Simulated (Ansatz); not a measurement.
Working through a ladder of basis sets of CH4N, SMILES [CH2]N

Computed with the Ansatz DFT code, driven from Python.

Contents of `ch4n.xyz`:
```text
6

C    -0.26040   -0.67310   -0.05920
N     0.40910    0.57740    0.32340
H    -1.38280   -0.76610    0.19250
H     0.27490   -1.42110   -0.59890
H     1.18880    0.80380   -0.31530
H    -0.18750    1.41510    0.41130
```

Notebook, run cell by cell (the value of a cell's last expression is shown):

**Cell 1**
```python
import ansatz as az
```

**Cell 2**
```python
params = {
    'method': 'CCSD(T)',
}
```

**Cell 3**
```python
molecule = az.Crystal.molecule_from_extxyz('ch4n.xyz')
```

**Cell 4**
```python
calculation = molecule.calculation().correlation(params['method']).spin('collinear', total=1)
```

**Cell 5**
```python
energies = {}
for basis in ['cc-pVDZ', 'cc-pVTZ']:
    r = calculation.basis(gaussian=basis).run().report
    size = r['n_frozen'] + r['n_occupied'][0] + r['n_virtual'][0]
    energies[basis] = (r['reference_energy_ev'] / 27.211386246, r['free_energy_ev'] / 27.211386246)
    print(f'{basis:14s} {size:4d} orbitals  reference {energies[basis][0]:14.6f} Ha  total {energies[basis][1]:14.6f} Ha')

# correlation energy at the basis limit from E(X) = E + A / X^3
small, large = (energies[b][1] - energies[b][0] for b in ('cc-pVDZ', 'cc-pVTZ'))
limit = (3 ** 3 * large - 2 ** 3 * small) / (3 ** 3 - 2 ** 3)
print(f'correlation energy: {small:.6f} and {large:.6f} Ha, extrapolated {limit:.6f} Ha')
print(f'share caught by the larger set: {100 * large / limit:.1f} %')
```
Output:
```text
cc-pVDZ          48 orbitals  reference     -94.588251 Ha  total     -94.925226 Ha
cc-pVTZ         116 orbitals  reference     -94.617920 Ha  total     -95.028639 Ha
correlation energy: -0.336975 and -0.410718 Ha, extrapolated -0.441768 Ha
share caught by the larger set: 93.0 %
```

Against cc-pVDZ: cc-pVTZ -103.4 mHa. The last step alone is -103.41 mHa. From the first set to the last the time grows from 1.5 to 27.4 s.

Reading the output:
- The drop along the ladder measures the basis error, and is no property of the molecule.
- The geometry is a force-field or estimated start, not a minimum of this method, and the last set is no limit. Much of the fall in a total is atomic energy, which cancels in bond and reaction energies.
- The species is open-shell (spin multiplicity 2).
- Inner cores stay frozen, so this is valence correlation.
- An extrapolation from small basis sets is rough.
- The whole script took 29 s on 1 thread of Arm Neoverse V1, with other jobs on the host, peak memory 1.1 GiB.
